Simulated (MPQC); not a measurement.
**PNH4 (SMILES N=[PH3]): a first try and a second**

Aim: energy and forces of PNH4 at UHF/pc-1 (Cartesian functions).

Program for the calculation: MPQC 2.3.1.

6 further runs of the same task are left out: 4 that didn't finish, 2 set aside as unsound or not needed.

## Step 1: The system as given

The species is PNH4 (6 atoms), meant as a singlet with charge 0. As SMILES, `N=[PH3]`. The shape is that of a GFN2-xTB optimisation.

Bond lengths: N1–P2 1.541 Å, N1–H3 1.008 Å, P2–H4 1.400 Å, P2–H5 1.400 Å, P2–H6 1.376 Å. Angles: N1–P2–H4 122.7°, N1–P2–H5 122.7°, N1–P2–H6 107.3°, P2–N1–H3 115.5°, H4–P2–H5 97.9°, H4–P2–H6 101.3°, H5–P2–H6 101.2°.

## Step 2: The input as first written

The input, run.in:

```
% emacs should use -*- KeyVal -*- mode
molecule<Molecule>: (
   symmetry = c1
   unit = angstrom
   { atoms geometry } = {
      N  [ 0.614450      -0.712610       0.868100 ]
      P  [ -0.156770       0.225050      -0.081540 ]
      H  [ 1.035260      -1.519270       0.433750 ]
      H  [ -1.299680      -0.179570      -0.781270 ]
      H  [ 0.465280       0.930830      -1.118320 ]
      H  [ -0.658550       1.255570       0.679280 ]
   }
)
basis<GaussianBasisSet>: (
   name = "pc-1"
   molecule = $:molecule
   puream = no
)
mpqc: (
   checkpoint = no
   savestate = no
   restart = no
   do_energy = yes
   do_gradient = yes
   optimize = no
   mole<UHF>: (
      molecule = $:molecule
      basis = $:basis
      total_charge = 0
      multiplicity = 2
      memory = 1000000000
      print_evals = yes
      print_npa = yes
      maxiter = 50
      guess_wavefunction<UHF>: (
         molecule = $:molecule
         total_charge = 0
         multiplicity = 2
         memory = 1000000000
         value_accuracy = 1e-3
         basis<GaussianBasisSet>: (
            name = "STO-3G"
            molecule = $:molecule
         )
      )
   )
)
```

Command:

```console
$ mpqc run.in > run.out
```

Standard output:

```text
MPQC: Massively Parallel Quantum Chemistry
                                   Version 2.3.1

  Using IntegralV3 by default for molecular integrals evaluation

      USCF::init: Warning, there's a leftover electron... I'm going to get rid of it
        total_charge = 0
        total nuclear charge = 26
        multiplicity = 2

[... 1 line left out ...]

      alpha = [ 13 ]
      beta  = [ 12 ]

  USCF::init: Warning, there's a leftover electron... I'm going to get rid of it
    total_charge = 0
    total nuclear charge = 26
    multiplicity = 2

  USCF::init: total charge = 1

  alpha = [ 13 ]
  beta  = [ 12 ]

  Molecular formula H4NP

[... 14 lines left out ...]
  nuclear repulsion energy =   66.1910143262
[... 24 lines left out ...]
      total scf energy = -392.6286366785
[... 19 lines left out ...]
  iter     4 energy = -397.1076865393 delta = 2.20805e-03
[... 3 lines left out ...]
  iter     8 energy = -397.1088835262 delta = 1.03123e-04
[... 4 lines left out ...]
  iter    42 energy = -397.1088888823 delta = 9.96946e-06
[... 3 lines left out ...]
  iter    46 energy = -397.1088888526 delta = 3.40987e-07
[... 3 lines left out ...]
  iter    50 energy = -397.1088888532 delta = 2.32649e-07
[... 1 line left out ...]
  <S^2>exact = 0.750000
  <S^2>      = 0.758588

  total scf energy = -397.1088888532

  SCF::compute: gradient accuracy = 1.0000000e-06

  Total Gradient:
       1   N  -0.0294786811   0.0554482962   0.0266868786
       2   P   0.0673597356  -0.0969001338   0.0356898444
       3   H  -0.0170424091   0.0153374403  -0.0382303081
       4   H  -0.0047492590   0.0189617674  -0.0095012918
       5   H  -0.0172129295   0.0111358313  -0.0070889826
       6   H   0.0011235430  -0.0039832015  -0.0075561405
ERROR: SC EXCEPTION RAISED:
terminate called after throwing an instance of 'sc::ToleranceExceeded'
```

It took 38 s on 1 thread of Intel Xeon at 2.50GHz (Skylake/Cascade Lake), shared host; peak memory 0.39 GiB.

## Step 3: Reading the log

No converged result was reached.

Cause: the spin state typed doesn't suit the molecule. To mend it: multiplicity 1 in place of 2.

## Step 4: Second attempt

The input, input.in:

```
% H4NP
molecule<Molecule>: (
    symmetry = c1
    unit = angstrom
    { atoms geometry } = {
        N  [ 0.614450 -0.712610 0.868100 ]
        P  [ -0.156770 0.225050 -0.081540 ]
        H  [ 1.035260 -1.519270 0.433750 ]
        H  [ -1.299680 -0.179570 -0.781270 ]
        H  [ 0.465280 0.930830 -1.118320 ]
        H  [ -0.658550 1.255570 0.679280 ]
    }
)
basis<GaussianBasisSet>: (
    name = "pc-1"
    molecule = $:molecule
    puream = no
)
mpqc: (
    checkpoint = no
    savestate = no
    restart = no
    do_energy = yes
    do_gradient = yes
    optimize = no
    mole<UHF>: (
        molecule = $:molecule
        basis = $:basis
        total_charge = 0
        multiplicity = 1
        memory = 1000000000
        print_evals = yes
        print_npa = yes
        maxiter = 60
        guess_wavefunction<UHF>: (
            molecule = $:molecule
            total_charge = 0
            multiplicity = 1
            memory = 1000000000
            value_accuracy = 1e-3
            basis<GaussianBasisSet>: (
                name = "STO-3G"
                molecule = $:molecule
            )
        )
    )
)
```

Command:

```console
$ mpqc -o input.out input.in
```

Standard output:

```text
MPQC: Massively Parallel Quantum Chemistry
[...]
  <S^2>      = -0.000000
  total scf energy = -397.4283261530
[...]
Value of the MolecularEnergy: -397.4283261530
  Gradient of the MolecularEnergy:
      1   -0.0098319884
      2    0.0168880749
      3    0.0036009607
      4    0.0061895807
      5   -0.0110942909
      6   -0.0032764542
      7    0.0004915895
      8   -0.0024212248
      9   -0.0050991165
     10    0.0023540200
     11    0.0040518144
     12    0.0023499612
[...]
      symmetry = c1
[...]
      nbasis = 54
[...]
    nalpha = 13
    nbeta = 13
[...]
```

Run time: 18 s. Hardware: 1 thread of Intel Xeon at 2.50GHz (Skylake/Cascade Lake), shared host.

## Step 5: Summary of results

At UHF/pc-1 (Cartesian functions):

| quantity | value |
| --- | --- |
| total energy | -397.42833 Eh |
| largest force on an atom | 1.022 eV/Å |

**Reading.** The largest force is 1.02 eV/Å: the shape isn't a stationary point for this species at this level.
